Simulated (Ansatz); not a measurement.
Results of Hartree–Fock in Ansatz (plane waves, PAW) for bcc Na.

The input as run:

Ansatz 0.2 input:
```yaml
crystal:
  lattice:
    - [-2.0907821134, 2.0907821134, 2.0907821134]
    - [2.0907821134, -2.0907821134, 2.0907821134]
    - [2.0907821134, 2.0907821134, -2.0907821134]
  atoms:
    - { symbol: Na, position: [0.0, 0.0, 0.0] }
basis:
  ecutwfc: 460
  ecutrho_ratio: 4
  xc_grid: 2
kpoints:
  mp_grid: { grid: [10, 10, 10] }
hamiltonian:
  xc: hf
  dispersion: none
  pseudopotentials: { kind: paw }
scf:
  occupations: { method: fermi_dirac, width: 0.05 }
  convergence: { dr2_threshold: 0.0000000001 }
output:
  forces: false
  stress: true
  eigenvalues: true
```

The run printed, among other lines:

```
WARN output.stress: scf.exx.energy_threshold = 1e-6 eV is looser than the 1e-8 eV advised for a stress under a hybrid functional (1e-8 eV for each atom of the …
Crystal: 1 atoms, lattice volume = 36.558 Å³
Basis set: ecut = 460 eV, 791 PW (Γ), exchange–correlation on 54×54×54 points (8 copies of the dense FFT grid, shifted against one another)
Bands: 9, of which v1, the nominal top of the filled ones, is band 5 counted from 1 (4 counted from 0)
Symmetry: 48 space group operations
Space group: Im-3m (ITA 229), of the structure as read, at distance tolerance 3.3e-5 Å
k-points: 47 of 1000
Functional: x = pbe(κ = 0.804, μ = 0.2195149727645171), c = none, warm-up for x = 0 pbe(κ = 0.804, μ = 0.2195149727645171) + 1 exact, c = none
SCF iter   1: F=—  HF=-1475.708094 eV  |F-HF|=—  |Δ(HF+E_count)|=         —  Δρ=5.73e-3  dr2=5.27e-3
SCF iter   2: F=—  HF=-1475.704603 eV  |F-HF|=—  |Δ(HF+E_count)|=   3.49e-3  Δρ=6.71e-4  dr2=8.91e-5
  ...
SCF 1 converged in 6 iterations: F = -1475.704701 eV  dr2 = 8.70e-11
Crystal: 1 atoms, lattice volume = 36.558 Å³
Initial density: handed on by an earlier stage of this run
Functional: x = 0 pbe(κ = 0.804, μ = 0.2195149727645171) + 1 exact, c = none
SCF 2 converged in 8 iterations: F = -1476.735735 eV  dr2 = 1.03e-11
Crystal: 1 atoms, lattice volume = 36.558 Å³
SCF 3 converged in 6 iterations: F = -1476.787535 eV  dr2 = 3.34e-12
Crystal: 1 atoms, lattice volume = 36.558 Å³
Crystal: 1 atoms, lattice volume = 36.558 Å³
SCF iter   7: F=—  HF=-1476.793493 eV  |F-HF|=—  |Δ(HF+E_count)|=   3.13e-8  Δρ=3.97e-6  dr2=3.35e-9
SCF iter   8: F=-1476.793493 eV  HF=-1476.793493 eV  |F-HF|=9.91e-11  |Δ(HF+E_count)|=  7.82e-10  Δρ=6.25e-7  dr2=5.35e-11
SCF 5 converged in 8 iterations: F = -1476.793493 eV  dr2 = 5.35e-11
Free energy (F): -1476.793493 eV
Internal energy: -1476.791466 eV  (E = F + TS)
E sigma→0 (E₀):  -1476.792479 eV
Fermi energy:    2.591732 eV
--- Stress (GPa, compression-positive) ---
        1.742986      -0.000000      -0.000000
        0.000000       1.742986       0.000000
       -0.000000      -0.000000       1.742986
  P = ⅓ Tr σ = 1.7430 GPa (17.430 kbar)
```

The cell is one volume of an energy–volume scan, off the minimum.

The PAW data were made under PBE.

Note: the run warned that the count of filled bands differs between k points.

Ansatz is a first-principles code.
